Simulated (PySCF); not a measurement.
# F₂: relaxation and vibrations of the singlet

Aim: relax F₂ as a singlet from a linear start, check by its vibrations whether the end is a minimum, and collect its spectrum and constants.

Method: B3LYP, basis F def2-TZVP, no relativity, density fitting; program: PySCF 2.14.0.

### 1 Where the work starts

2 atoms, charge 0, spin multiplicity 1.

Bond lengths: F1–F2 1.344 Å.

```xyz
2
charge 0 multiplicity 1
F     0.0000    0.0000    0.0000
F     0.0000    0.0000    1.3440
```

### 2 First SCF at the start

One driver script runs all steps and calls PySCF; scf.py shows how it sets up the SCF of each step. The optimiser is the driver's own. After this first run the driver tries any further starts and a stability analysis.

Input file scf.py:

```python
from pyscf import gto, scf, dft
mol = gto.M(atom='''
F      0.000000     0.000000     0.000000
F      0.000000     0.000000     1.344000''',
    basis={'F': 'def2-TZVP'},
    charge=0, spin=0)
mf = dft.RKS(mol, xc='B3LYP')
mf.grids.atom_grid = (50, 194)
aux = {'F': 'def2-universal-JKFIT'}
mf = mf.density_fit(auxbasis=aux)
mf.conv_tol = 1e-08
mf.diis_space = 10
mf.max_cycle = 60
mf.init_guess = 'minao'
mf.verbose = 4
mf.kernel()
```

Command:

```bash
OMP_NUM_THREADS=1 python axn.py task.json out
```

What it wrote:

```text
init E= -199.733108265867
  HOMO = -0.398612362568035  LUMO = -0.161917890702775  gap/eV = 6.44078
cycle= 1 E= -199.587960794993  delta_E= 0.145  |g|= 0.285  |ddm|= 1.13
  HOMO = -0.414489809881886  LUMO = -0.127038074269443  gap/eV = 7.82196
cycle= 2 E= -199.594902038427  delta_E= -0.00694  |g|= 0.142  |ddm|= 0.154
  HOMO = -0.405225458400293  LUMO = -0.109563640934084  gap/eV = 8.04537
cycle= 3 E= -199.597355010932  delta_E= -0.00245  |g|= 0.0172  |ddm|= 0.0526
  HOMO = -0.410100241540578  LUMO = -0.114350587660375  gap/eV = 8.04776
cycle= 4 E= -199.597385752095  delta_E= -3.07e-05  |g|= 0.00872  |ddm|= 0.0106
  HOMO = -0.408536906436893  LUMO = -0.112577211521213  gap/eV = 8.05347
cycle= 5 E= -199.597395368938  delta_E= -9.62e-06  |g|= 0.00014  |ddm|= 0.00383
  HOMO = -0.408545753030352  LUMO = -0.112577143479641  gap/eV = 8.05372
cycle= 6 E= -199.597395371044  delta_E= -2.11e-09  |g|= 7.71e-06  |ddm|= 5.09e-05
  HOMO = -0.408542693039427  LUMO = -0.112573710909437  gap/eV = 8.05373
Extra cycle  E= -199.597395371045  delta_E= -1.02e-12  |g|= 7.32e-06  |ddm|= 6.48e-06
converged SCF energy = -199.597395371045
```

This step, with its further starts and checks, needed 1.2 s of wall time on 1 thread of Intel Xeon 6975P-C (Granite Rapids), shared host.

The test of internal stability found no lower closed-shell solution.

### 3 Linear start, singlet: relaxation

The program finds D∞h symmetry in the start, which this walk keeps. The walk stops when the largest gradient is under 0.0003 Eh/bohr and the energy has settled too.

Changes to scf.py since step 2:

```diff
@@ -3,2 +3,2 @@
-F      0.000000     0.000000     0.000000
-F      0.000000     0.000000     1.344000''',
+F     -0.000000     0.000000    -0.672000
+F      0.000000    -0.000000     0.672000''',
@@ -14 +13,0 @@
-mf.init_guess = 'minao'
```

The optimiser's trace:

| step | energy (Eh) | change (kJ/mol) | largest symmetric gradient (Eh/bohr) |
| --- | --- | --- | --- |
| 0 | -199.597395 | 0.00 | 0.04605 |
| 1 | -199.599477 | -5.47 | 0.00848 |
| 2 | -199.599563 | -5.69 | 0.00120 |
| 3 | -199.599564 | -5.69 | 0.00004 |

The walk took 1.3 s.

Positions (Å) and forces (eV/Å) along the way:

```
step 0
F    0.000   0.000  -0.672   0.000   0.000  -2.368
F    0.000   0.000   0.672   0.000   0.000   2.368
step 1
F    0.000   0.000  -0.693   0.000   0.000  -0.436
F    0.000   0.000   0.693   0.000   0.000   0.436
step 2
F    0.000   0.000  -0.697   0.000   0.000  -0.062
F    0.000   0.000   0.697   0.000   0.000   0.062
step 3
F    0.000   0.000  -0.698   0.000   0.000  -0.002
F    0.000   0.000   0.698   0.000   0.000   0.002
```

After 3 steps and 5.7 kJ/mol it ends at D∞h: F–F 1.396 Å.

### 4 Hessian and properties

The point is checked on the finer grid, and tightened if its gradient asks for it. The Hessian and the dipole derivatives come from central differences of analytic gradients, with steps of 0.02 bohr.

Changes to scf.py since step 3:

```diff
@@ -3,2 +3,2 @@
-F     -0.000000     0.000000    -0.672000
-F      0.000000    -0.000000     0.672000''',
+F     -0.000000     0.000000    -0.698242
+F      0.000000    -0.000000     0.698242''',
@@ -8 +8 @@
-mf.grids.atom_grid = (50, 194)
+mf.grids.atom_grid = (75, 302)
@@ -11 +11 @@
-mf.conv_tol = 1e-08
+mf.conv_tol = 1e-10
```

The driver hands on the density of the step before, so the log starts near convergence.

SCF at the final geometry:

```text
init E= -199.599572481136
  HOMO = -0.418172148363834  LUMO = -0.15185665010349  gap/eV = 7.24681
cycle= 1 E= -199.599572481136  delta_E= 1.14e-13  |g|= 4.26e-07  |ddm|= 2.33e-07
  HOMO = -0.418172191728399  LUMO = -0.151856699640902  gap/eV = 7.24681
Extra cycle  E= -199.599572481136  delta_E= 3.98e-13  |g|= 1.03e-06  |ddm|= 5.31e-07
converged SCF energy = -199.599572481136
```

The whole step took 3.2 s.

Geometry: D∞h; F–F 1.396 Å.

Modes, for the most abundant isotopes:

| symmetry | ω (cm⁻¹) | IR (km/mol) | type |
| --- | --- | --- | --- |
| σg+ | 1050 | 0.0 | stretch |

All wavenumbers are real: a minimum.

Constants and moments:

- Dipole moment: 0.00 D
- Highest occupied level: -11.38 eV
- Lowest empty level: -4.13 eV
- Rotational constants: 0.91 cm⁻¹
- Zero-point energy: 6.3 kJ/mol
- Principal polarisabilities: 3.5, 3.5, 11.0 bohr³
- Atomisation energy without zero-point energy: 156 kJ/mol
- Principal traceless quadrupole moments about the centre of mass: -0.38, -0.38, 0.75 D Å
- Entropy at 298.15 K and 1 bar: 202.2 J/(mol K)
- Heat capacity Cp at 298.15 K: 30.5 J/(mol K)
- Enthalpy at 298.15 K above 0 K: 8.76 kJ/mol
- Rotational symmetry number: 2

Charges (e) and bond orders:

| atom | Mulliken | Löwdin | polar tensor | Mayer order to F1 |
| --- | --- | --- | --- | --- |
| F1 | 0.00 | 0.00 | 0.00 | – |
| F2 | 0.00 | 0.00 | 0.00 | 0.93 |

Mulliken populations on F1: s 3.98, p 5.00, d 0.02, f 0.00.

### 5 Results

| quantity | value |
| --- | --- |
| minimum | singlet, D∞h |
| geometry | F–F 1.396 Å |
| wavenumbers (cm⁻¹) | 1050 (σg+) |
| dipole moment | 0.00 D |
| highest occupied, lowest empty level | -11.38, -4.13 eV |
| polar-tensor charge of F1 | -0.00 e |
| zero-point energy | 6.3 kJ/mol |
| entropy at 298.15 K | 202.2 J/(mol K) |
| atomisation energy (no zero-point energy) | 156 kJ/mol |

**Reading.** The molecule stays D∞h, as typed, and the end point is a minimum. Only this shape and spin were tried, so other structures or states may lie lower.

The search up to here took 5.8 s.
